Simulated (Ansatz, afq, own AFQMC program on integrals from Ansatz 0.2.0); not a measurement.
## Where AFQMC and coupled cluster stand for Te, triplet

A free Te atom.

Basis def2-SVP with its core potentials. Only valence electrons are correlated. Integrals, coupled cluster, full CI and functionals: Ansatz 0.2.0; the random walks run on the same integrals in our own AFQMC program. ph-AFQMC/CISD is guided by a CISD state made of CCSD amplitudes; releasing the constraint for a short imaginary time cuts its bias at the price of noise, slowly where states lie close. Free projection: walkers drawn from exp(T), propagated without any constraint. Its projection time is finite, and what remains of the start isn't in its error. ± is one standard error of the sampling. No spin–orbit coupling.

Determinant: UHF, the one that the program's search chose, which needn't be the lowest solution.

Full CI on the same integrals is exact in this basis and with this determinant's frozen core.

Cautions: no spin-orbit coupling; inner d shell frozen; the ph-AFQMC/HF walk drifts between its halves (2.4 errors).

```
T1 diagnostic                               : 0.0072
weight of the determinant in the CISD state : 0.949
⟨S²⟩ of the determinant                     : 2.007
size of the correlated space                : 6 electrons in 17 orbitals
```

Reference: full CI, correlation energy -2.032 eV. The released energy is read at 1.50 1/Eh (meV from the phaseless value at times in 1/Eh: -3.1 ± 0.3 at 0.24, -3.6 ± 0.4 at 0.50, -4.4 ± 0.4 at 1.00, -4.1 ± 0.5 at 1.50).

| level | E − E(reference) (kJ/mol) | share of correlation (%) |
| --- | --- | --- |
| HF | 196.1 | 0.00 |
| MP2 | 39.0 | 80.10 |
| CCSD | 2.8 | 98.59 |
| CCSD(T) | 0.8 | 99.61 |
| CCSDT | 0.3 | 99.86 |
| CCSDT(Q) | 0.0 | 99.98 |
| CCSDTQ | 0.0 | 100.00 |
| ph-AFQMC/HF | 5.7 ± 1.1 | 97.10 |
| ph-AFQMC/CISD | 0.5 ± 0.2 | 99.75 |
| released AFQMC | 0.1 ± 0.05 | 99.95 |
| free AFQMC | 0.0 ± 0.03 | 100.01 |

CCSDT and higher add their correlation energy to the determinant of the CCSD(T) run, since their own runs factorise the integrals more tightly (a shift of under 2 meV). Free projections are given only where their last times agree within the noise and don't stop above the reference; a slow remainder of the start can still hide under it. A walk keeps the symmetry of its determinant, which the program's search chose and which needn't be the lowest solution, so a lower state of the same spin and another symmetry isn't excluded. Released energies are given only where the last usable release times agree within the noise; a slower fall can still hide under it.
